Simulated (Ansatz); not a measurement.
Reaction (SMILES): C=CCl → C=[C-]Cl + H+
B3LYP-D3(BJ)/def2-TZVP geometries, fixed; electronic energies without zero-point terms.

Basis-set convergence of the deprotonation energy at r2SCAN with Ansatz (a program for electronic structure). Cartesian d functions, on some or all atoms, in 6-31+G*, 6-311+G**; all else is spherical. The proton leaves the site shown, which need not be the most acidic. No added dispersion term, no relativity. Functions are those of the species that has most. Reference: the value in aug-pcseg-3, 390.17 kcal/mol, itself unsure by roughly 0.11 kcal/mol (its mean distance from aug-cc-pV(Q+d)Z, def2-QZVPPD). Deviations are taken from unrounded values. Cost is core time over that of aug-pcseg-1, rough, on shared machines of one kind.

```tsv
basis	functions	deprotonation energy (kcal/mol)	minus reference (kcal/mol)	cost
6-31+G*	67	387.28	-2.89	0.7×
def2-SVPD	91	389.63	-0.55	0.8×
6-311+G**	93	388.00	-2.18	0.8×
aug-pcseg-1	100	385.93	-4.24	1×
6-311++G(2d,2p)	119	388.73	-1.44	1×
def2-TZVPD	147	389.89	-0.28	1×
def2-TZVPPD	176	390.20	0.02	2×
6-311++G(3df,3pd)	179	389.88	-0.29	2×
aug-pcseg-2	211	389.80	-0.37	2×
def2-QZVPPD	304	390.22	0.05	3×
aug-pcseg-3	406	390.17	0.00	5×
```

The smallest set listed that lies within 1 kcal/mol of the reference with all its larger relatives (same family, alike in diffuse functions; a set with none counts only in the reference's own line) is def2-SVPD (91 functions, 0.8× in cost, -0.55 kcal/mol off). Inside, with no larger relative to test it: 6-311++G(3df,3pd).
